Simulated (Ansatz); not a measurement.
# CH₄NSi+ (SMILES C[Si+]=N): one structure at several levels

One table from this session's results is given with a row withheld; the runs are named, their logs left out.

Computed with Ansatz 0.2.0, Gaussian basis. Level: single points in def2-TZVPP.

Correlated methods freeze the cores.

### Where the work starts

SMILES `C[Si+]=N`, 7 atoms, charge 1, spin multiplicity 1.

Atoms are counted from 1 here; the program's logs count them from 0.

Bond lengths: C1–Si2 1.672 Å, C1–H4 1.357 Å, C1–H5 0.974 Å, C1–H6 1.037 Å, Si2–N3 1.836 Å, N3–H7 0.706 Å. Angles: Si2–C1–H4 119.8°, Si2–C1–H5 118.8°, Si2–C1–H6 107.4°, H4–C1–H5 109.8°, H4–C1–H6 88.3°, H5–C1–H6 107.7°, C1–Si2–N3 170.6°, Si2–N3–H7 124.5°.

Geometry (Å):

```xyz
7
charge 1, multiplicity 1
C    -0.79690    0.63800   -0.47420
Si    0.48200   -0.26760    0.10870
N     1.93390   -1.02940    0.93500
H    -2.00710    0.05350   -0.66200
H    -0.62890    1.28410   -1.18330
H    -1.20470    1.15090    0.32970
H     2.23200   -1.63880    0.73810
```

The first run:

The input, run/in.yaml:

```yaml
crystal:
  periodic: [false, false, false]
  atoms:
    - {symbol: C, position_ang: [-0.796900, 0.638000, -0.474200]}
    - {symbol: Si, position_ang: [0.482000, -0.267600, 0.108700]}
    - {symbol: N, position_ang: [1.933900, -1.029400, 0.935000]}
    - {symbol: H, position_ang: [-2.007100, 0.053500, -0.662000]}
    - {symbol: H, position_ang: [-0.628900, 1.284100, -1.183300]}
    - {symbol: H, position_ang: [-1.204700, 1.150900, 0.329700]}
    - {symbol: H, position_ang: [2.232000, -1.638800, 0.738100]}
basis:
  gaussian: {orbitals: def2-TZVPP}
total_charge: 1
correlation: {method: ccsd_t}
output: {forces: true}
```

No record of the launch command was kept for these runs.

Steps of the session up to this table: CCSD(T)/def2-TZVPP; PBE0-D4/def2-TZVPP; wB97M-V/def2-TZVPP; r2SCAN-D4/def2-TZVPP; PBE-D4/def2-TZVPP; revPBE-D4/def2-TZVPP; r2SCANh-D4/def2-TZVPP.

One of the session's tables, all rows but one given; the rest of the session is left out.

| method | RMS force component (eV/Å) | angle to CCSD(T) forces (°) |
| --- | --- | --- |
| CCSD(T) | 13.978 | reference |
| PBE0-D4 | 14.046 | 0.8 |
| wB97M-V | 14.002 | 1.0 |
| r2SCAN-D4 | 13.954 | 0.6 |
| PBE-D4 | ? | ? |
| revPBE-D4 | 13.973 | 0.8 |
| r2SCANh-D4 | 13.979 | 0.8 |

Estimate the missing values for PBE-D4.

**Answer.** RMS force component (eV/Å): 13.976; angle to CCSD(T) forces (°): 0.8. In the column «RMS force component (eV/Å)» it lies between revPBE-D4 (13.973) and CCSD(T) (13.978).
